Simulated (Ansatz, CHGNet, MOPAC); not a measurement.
Wurtzite ZnO: properties by level of theory

Reference values: lattice constant a 3.248 Å (measured, 4 K, zero-point motion not removed; as tabulated in arXiv:1206.3780); lattice parameter c 5.204 Å (measured, 4 K, zero-point motion not removed; as tabulated in arXiv:1206.3780).

```csv
level (code),lattice parameter a (Å),c axis length (Å)
PM7 semi-empirical Hartree-Fock (MOPAC),3.260,5.347
CHGNet 0.3.0,3.292,5.283
rVV10 (Ansatz),3.283,5.314
```

Differences from the reference values (errors of the level alone only where the reference is corrected to a static lattice):

```json
[
 {"level": "PM7 semi-empirical Hartree-Fock (MOPAC)", "lattice constant a (%)": "+0.37", "lattice parameter c (%)": "+2.75"},
 {"level": "CHGNet 0.3.0", "lattice constant a (%)": "+1.35", "lattice parameter c (%)": "+1.52"},
 {"level": "rVV10", "lattice constant a (%)": "+1.08", "lattice parameter c (%)": "+2.11"}
]
```

Nearest: lattice constant a, not ranked (one source); lattice parameter c, not ranked (one source).

Machine-learned potentials (CHGNet 0.3.0) are trained on DFT data: a solid inside that data is no test of them.

Caveats: the method was fitted mainly to molecules (PM7 semi-empirical Hartree-Fock (MOPAC)); the run uses a supercell at the zone centre in place of a k mesh (PM7 semi-empirical Hartree-Fock (MOPAC)). Ansatz's density-functional and Hartree–Fock values are scalar-relativistic unless marked +SOC, with PAW data made under PBE.

Differences are worked out from the printed values.

Computed values are for the static lattice.

Ansatz is a first-principles code.
